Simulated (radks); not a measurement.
# F²⁺ in [He] 2s2 2p3: an all-electron calculation

An exercise on one series of results from a longer session: the logs are not shown, and one member is left open.

The numbers are computed with radks (a radial shooting solver on a logarithmic mesh, Libxc functionals) version 1 (non-relativistic Kohn-Sham, r2SCAN, spin-polarised, spherical densities, point nucleus; open shells are filled with parallel spins first), except any that are marked as measured or tabulated.

### Starting point

| Property | Result |
| --- | --- |
| element | fluorine (Z = 9) |
| charge | +2 |
| electrons | 7 |
| configuration | [He] 2s2 2p3 |

Outer shells as boxes (Hund's rule):

F²⁺
```
[He] core
2s [↑↓]
2p [↑ ][↑ ][↑ ]
```

Set-up of the first run:

Input:

```text
Z 9
configuration [He] 2s2 2p3 3s0 3p0
relativity non-relativistic
functional r2scan,r2scan
spin polarised
nucleus point
```

One table of the session follows, with a row left open; its other results are not shown here.

It belongs to the step «Orbitals and density». Radial moments (bohr):

| level | <r> | outermost maximum (interpolated) | 90 % within |
| --- | --- | --- | --- |
| 1s up | 0.1767 | 0.115 | 0.316 |
| 1s down | ? | ? | ? |
| 2s up | 0.9055 | 0.730 | 1.42 |
| 2s down | 0.9442 | 0.751 | 1.49 |
| 2p up | 0.8766 | 0.647 | 1.46 |
| 2p down | 0.9420 | 0.686 | 1.58 |

Q: Estimate the row for 1s down from the others.

**Answer.** <r>: 0.1756; outermost maximum (interpolated): 0.114; 90 % within: 0.314. In the column «<r>» it is the lowest.

Limits of these values: Open shells are spherical and high-spin; term and fine-structure splittings are not resolved.
